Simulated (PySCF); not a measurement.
AlCl⁻ at UHF

Computed with UHF; basis Al aug-cc-pVDZ-DK, Cl aug-cc-pVDZ-DK; spin-free X2C with a Gaussian nucleus; PySCF 2.14.

For AlCl⁻, the state is ²Π (doublet), unpaired electrons π ↑, the bond length is 2.372 Å and the harmonic wavenumber is 296 cm⁻¹. The force constant is 0.787 mdyn/Å, the rotational constant Be is 0.1967 cm⁻¹ and the anharmonicity ωexe is 2.58 cm⁻¹. The vibration–rotation constant αe is 0.00211 cm⁻¹. The bond order (Mayer) is 0.27 and the dipole moment (positive dipole points towards Cl; it is taken about the centre of mass and depends on that origin) is 3.08 D.

Hartree–Fock leaves out correlation, which carries a large part of most bond energies and some tenths to 1 eV of ionisation energies. The state is the lowest determinant that a PBE0 search found; another state may lie lower at other levels.
